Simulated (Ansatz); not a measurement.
# AlHS: the cost of one run

Computed with Ansatz 0.2.0, Gaussian basis. Level: def2-QZVPP, all electrons in the functionals, frozen cores in the correlation of double hybrids and RPA.

To be run: wB97M-V, B2PLYP, at charge 0, triplet; charge 0, singlet; charge 0, quintet; charge 1, doublet; charge 1, quartet.

2 further runs of the same task are left out: 2 set aside as unsound or not needed.

### Step 1. The geometry

The geometry is a PBE0/def2-TZVP stationary point (not a proven minimum).

3 atoms, charge 0, spin multiplicity 3.

Atoms are counted from 1 here; the program's logs count them from 0.

Bond lengths: Al1–S2 2.185 Å, S2–H3 1.348 Å. Angles: Al1–S2–H3 99.2°.

No dispersion term is added; wB97M-V holds VV10 nonlocal correlation.

The geometry shown and the zero of energy belong to the point charge 0, triplet. The yardstick, UCCSD(T), and other wave-function levels (R restricted, U unrestricted, valence and pair active spaces) come from earlier runs.

### Step 2. wB97M-V, charge 0, triplet

File in.yaml:

```yaml
crystal:
  periodic: [false, false, false]
  atoms:
    - {symbol: Al, position_ang: [0.000000, 0.032224, 1.206475]}
    - {symbol: S, position_ang: [0.000000, -0.066502, -0.975876]}
    - {symbol: H, position_ang: [0.000000, 1.252993, -1.251158]}
basis:
  gaussian: {orbitals: "def2-QZVPP.json"}
magnetization: {spin_polarized: true, initial_magnetization: 2}
hamiltonian: {xc: {name: wB97M-V}}
output: {orbitals: {seedname: orbitals}}
```

Launch:

```sh
$ ansatz run in.yaml --threads 1 --pin off --events-out ev --progress --plain --max-ram 2393MiB
```

What time and memory should one allow on 1 thread of Arm Neoverse N1, shared host?

About 70 s, with a peak of 0.58 GiB.
